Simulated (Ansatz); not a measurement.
# C3H4N2O: the cost of one run

Method: the settings change from run to run; program: Ansatz 0.2.0, Gaussian basis.

## (1) The relaxed structure

The structure was relaxed beforehand with PBE0-D4 in a triple-zeta def2 set.

10 atoms, charge 0, spin multiplicity 1.

Atoms are counted from 1 here; the program's logs count them from 0.

Bond lengths: N1–C2 1.334 Å, N1–H7 1.006 Å, N1–H8 1.002 Å, C2–N3 1.288 Å, C2–C5 1.523 Å, N3–C4 1.540 Å, C4–C5 1.328 Å, C4–H9 1.079 Å, C5–O6 1.342 Å, O6–H10 0.963 Å. Angles: C2–N1–H7 119.4°, C2–N1–H8 120.2°, H7–N1–H8 119.0°, N1–C2–N3 132.1°, N1–C2–C5 132.4°, N3–C2–C5 95.5°, C2–N3–C4 86.1°, N3–C4–C5 93.1°, N3–C4–H9 127.1°, C5–C4–H9 139.8°, C2–C5–C4 85.4°, C2–C5–O6 131.8°, C4–C5–O6 142.8°, C5–O6–H10 109.3°.

## (2) wB97X-V/def2-SVPD

This run has atoms shaken by 0.03 Å, finite nuclei.

File in.yaml:

```yaml
crystal:
  periodic: [false, false, false]
  atoms:
    - {symbol: N, position_ang: [-0.000564, -1.827298, -0.636067]}
    - {symbol: C, position_ang: [0.097011, -0.790809, 0.151491]}
    - {symbol: N, position_ang: [0.338744, -0.577166, 1.377365]}
    - {symbol: C, position_ang: [0.244358, 0.909826, 1.243894]}
    - {symbol: C, position_ang: [-0.063067, 0.784342, -0.041484]}
    - {symbol: O, position_ang: [-0.304137, 1.497340, -1.155783]}
    - {symbol: H, position_ang: [0.045497, -2.690232, -0.292856]}
    - {symbol: H, position_ang: [-0.372275, -1.625603, -1.578305]}
    - {symbol: H, position_ang: [0.476786, 1.694913, 1.933751]}
    - {symbol: H, position_ang: [-0.312001, 2.440209, -0.972342]}
basis:
  gaussian: {orbitals: def2-SVPD, nuclear_model: gaussian}
hamiltonian: {xc: {name: wB97X-V}}
output: {forces: true}
```

Started as:

```
$ ansatz run in.yaml --threads 4 --pin off --events-out ev --progress --plain --max-ram 10444MiB
```

**Question.** How long does this run take on 4 threads of Arm Neoverse V2, shared host, and how much memory does it need?

About 7 s, with a peak of 0.47 GiB.
